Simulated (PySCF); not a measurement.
**Removing an electron from N2H4**

Compound: N2H4.
SMILES with atom numbers: `[NH2:1][NH2:2]` (hydrogens: H3, H4 on N1; H5, H6 on N2)

Geometry (PBE0-D3(BJ)/def2-TZVP, Å), atoms numbered from 1 in this order:
```
atom  x, y, z in Å
N1    -0.557   -0.429    0.227
N2     0.693    0.228    0.132
H3    -1.103    0.033    0.940
H4    -1.079   -0.402   -0.642
H5     1.384   -0.448   -0.162
H6     0.686    0.988   -0.539
```

Level: wB97X-D/aug-cc-pVTZ (PySCF). Frontier orbitals with their largest atomic shares (Löwdin; up to four atoms above 4 %):

```tsv
orbital	ε (eV)	main atoms
HOMO−3	-15.81	N1 34 %, N2 34 %, H4 8 %, H6 8 %
HOMO−2	-14.79	N2 35 %, N1 35 %, H5 10 %, H3 10 %
HOMO−1	-9.29	N1 39 %, N2 38 %, H4 6 %, H6 6 %
HOMO	-9.18	?
LUMO	0.83	H4 34 %, H6 34 %, H3 13 %, H5 13 %
LUMO+1	1.21	H3 26 %, H5 26 %, H6 17 %, H4 17 %
LUMO+2	1.42	H6 24 %, H4 24 %, H5 15 %, H3 15 %
```

Problem. What vertical ionisation energy does ΔSCF give, and how far is −ε(HOMO) from it?

Solution. ΔSCF: 10.01 eV (965 kJ/mol; threshold wavelength 124 nm); ⟨S²⟩ of the doublet left behind is 0.755, against 0.75 for a pure doublet. −ε(HOMO) is 9.18 eV, 0.83 eV below it. For the exact functional −ε(HOMO) would equal the first vertical ionisation energy; wB97X-D (range-separated hybrid) falls short of its own ΔSCF value by 8 %.

Problem. On which atoms does the HOMO lie?

Solution. N2 (hydrazine nitrogen) 39 %, N1 (hydrazine nitrogen) 38 %, H6 (N–H hydrogen) 6 %, H4 (N–H hydrogen) 6 %. The HOMO−1 lies 0.11 eV lower.

Problem. What total energies stand behind the ΔSCF value?

Solution. E(N) = -111.88021 Eh and E(N − 1) = -111.51249 Eh at the same geometry, 0.36772 Eh apart.

Problem. With α = 23.0 au, estimate the like-pair dispersion coefficient by London's formula C6 = (3/4)α²I.

Solution. I = 0.3677 Eh, so C6 ≈ 146 au, a rough estimate.

Geometry: PBE0-D3(BJ)/def2-TZVP, one conformer, isolated molecule.

These values come from a run that also computed excited states and ΔSCF ions. On one thread, Intel Xeon Platinum 8488C (x86_64), on a shared host, this took 22 s of wall time and 0.61 GiB of memory at its peak.

Note: wB97X-D ran without an empirical dispersion term, which enters the total energy and its gradient alone.
